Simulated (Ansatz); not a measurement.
# C₆H₁₂: up Jacob's ladder to CCSD(T)

One table from this session's results is given with a row withheld; the runs are named, their logs left out.

Computed with Ansatz 0.2.0, Gaussian basis. Level: functionals in def2-TZVPP, the program's frozen cores in correlated methods.

The runs, in order: PBE-D4, r2SCAN-D4, PBE0-D4, B3LYP-D4, ωB97X-V, ωB97M-V, B2PLYP; CCSD(T)/def2-TZVPP; MP2/def2-QZVPP; extrapolation to the limit.

## The geometry

The geometry comes from an earlier relaxation with PBE0-D4 in a triple-zeta def2 set; it is a stationary point, not always the lowest conformer.

SMILES `C=CCCCC`, 18 atoms, charge 0, spin multiplicity 1.

Atoms are counted from 1 here; the program's logs count them from 0.

Bond lengths: C1–C2 1.326 Å, C1–H7 1.084 Å, C1–H8 1.086 Å, C2–C3 1.493 Å, C2–H9 1.089 Å, C3–C4 1.531 Å, C3–H10 1.096 Å, C3–H11 1.094 Å, C4–C5 1.524 Å, C4–H12 1.096 Å, C4–H13 1.095 Å, C5–C6 1.520 Å, C5–H14 1.095 Å, C5–H15 1.095 Å, C6–H16 1.092 Å, C6–H17 1.094 Å, C6–H18 1.093 Å. Angles: C2–C1–H7 121.8°, C2–C1–H8 121.3°, H7–C1–H8 116.9°, C1–C2–C3 124.8°, C1–C2–H9 118.6°, C3–C2–H9 116.6°, C2–C3–C4 113.6°, C2–C3–H10 109.2°, C2–C3–H11 109.2°, C4–C3–H10 109.2°, C4–C3–H11 109.0°, H10–C3–H11 106.4°, C3–C4–C5 115.3°, C3–C4–H12 108.3°, C3–C4–H13 108.5°, C5–C4–H12 108.9°, C5–C4–H13 109.0°, H12–C4–H13 106.5° and more.

Set-up of the first run:

File in.yaml:

```yaml
crystal:
  periodic: [false, false, false]
  atoms:
    - {symbol: C, position_ang: [0.547996, -2.458456, -1.420965]}
    - {symbol: C, position_ang: [0.255532, -1.560347, -0.490475]}
    - {symbol: C, position_ang: [1.056570, -0.332804, -0.209177]}
    - {symbol: C, position_ang: [0.323108, 0.968748, -0.543992]}
    - {symbol: C, position_ang: [-0.991117, 1.184326, 0.197106]}
    - {symbol: C, position_ang: [-0.849538, 1.226641, 1.709967]}
    - {symbol: H, position_ang: [-0.075294, -3.329357, -1.589301]}
    - {symbol: H, position_ang: [1.427856, -2.354315, -2.049348]}
    - {symbol: H, position_ang: [-0.635946, -1.710480, 0.115824]}
    - {symbol: H, position_ang: [1.342432, -0.322868, 0.849335]}
    - {symbol: H, position_ang: [1.988578, -0.372805, -0.780876]}
    - {symbol: H, position_ang: [0.995203, 1.807605, -0.328289]}
    - {symbol: H, position_ang: [0.132209, 0.992086, -1.621913]}
    - {symbol: H, position_ang: [-1.429487, 2.125735, -0.149524]}
    - {symbol: H, position_ang: [-1.705878, 0.403642, -0.084029]}
    - {symbol: H, position_ang: [-1.803347, 1.458402, 2.189194]}
    - {symbol: H, position_ang: [-0.129605, 1.991346, 2.016684]}
    - {symbol: H, position_ang: [-0.505770, 0.271598, 2.115080]}
basis:
  gaussian: {orbitals: def2-TZVPP}
hamiltonian: {xc: pbe, dispersion: d4}
output: {forces: true, orbitals: {seedname: orbitals}}
```

Started as:

```console
$ ansatz run in.yaml --threads 2 --pin off --events-out ev --progress --plain --max-ram 22528MiB --backend cuda --devices 0, --max-vram 18GiB
```

Among the steps run: PBE-D4 (GGA); r2SCAN-D4 (meta-GGA); PBE0-D4 (hybrid); B3LYP-D4 (hybrid); ωB97X-V (range-separated); ωB97M-V (range-separated); B2PLYP (double hybrid); CCSD(T) in def2-TZVPP; MP2 in def2-QZVPP.

One table of the session follows, with a row left open; its other results are not shown here.

```
            method  atomisation energy (kcal/mol)
            PBE-D4                         1775.5
         r2SCAN-D4                         1746.0
           PBE0-D4                         1756.1
          B3LYP-D4                         1745.3
           ωB97X-V                         1743.2
           ωB97M-V                         1746.7
            B2PLYP                         1727.7
     HF/def2-TZVPP                         1323.8
    MP2/def2-TZVPP                         1722.5
   CCSD/def2-TZVPP                         1685.9
CCSD(T)/def2-TZVPP                         1706.6
           MP2/CBS                         1757.8
       CCSD(T)/CBS                              ?
```

Q: Estimate the row for CCSD(T)/CBS from the others.

As computed: atomisation energy (kcal/mol): 1741.8. In the column «atomisation energy (kcal/mol)» it lies between B2PLYP (1727.7) and ωB97X-V (1743.2).
